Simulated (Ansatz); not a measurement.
**A ladder of methods for CH5Si (SMILES C[SiH2])**

The species is CH5Si (7 atoms), meant as a doublet with charge 0. SMILES: `C[SiH2]`. The coordinates come from a PBE0-D4/def2-TZVP relaxation.

```xyz
7

C    -0.1226   -0.8032    0.0952
Si    0.1762    1.0348    0.3140
H    -0.2048   -1.0549   -0.9666
H     0.6992   -1.3833    0.5195
H    -1.0471   -1.1077    0.5895
H    -0.9515    1.8464   -0.2257
H     1.4506    1.4680   -0.3260
```

Quantity: the energy change with the C1–Si2 bond stretched from 1.875 to 2.344 Å, in eV. The values are calculated.

```tsv
level	kind	program	value (eV)	less FCI/STO-3G	CPU time (all runs)
UBHLYP/STO-3G	global hybrid	Ansatz	1.63	+0.23	4.2 s
UPBE0/STO-3G	global hybrid	Ansatz	1.54	+0.14	4.3 s
U-wB97M-V/STO-3G	range-separated hybrid	Ansatz	1.57	+0.17	54 s
UCAM-B3LYP/STO-3G	range-separated hybrid	Ansatz	1.55	+0.15	4.8 s
UB2PLYP/STO-3G	double hybrid	Ansatz	1.49	+0.09	4.5 s
UMP2/STO-3G	perturbation theory	Ansatz	1.59	+0.19	0.29 s
UCCSDT(Q)/STO-3G	coupled cluster or CI	Ansatz	1.40	0.00	2.2 s
UCCSDTQ/STO-3G	coupled cluster or CI	Ansatz	1.40	0.00	74 s
FCI/STO-3G	exact in the basis	Ansatz	1.40	0.00	50 s
```

FCI/STO-3G is exact within its basis and frozen core, so for wave-function methods in that basis the difference is their error; functionals converge differently with the basis, so for them it is only a difference. The first shape isn't each level's own minimum. The values span 1.40 to 1.63 eV. All rows use very small basis sets, so none should be taken for the real molecule's value. CPU times are rough (shared hosts, several kinds of processor and program).
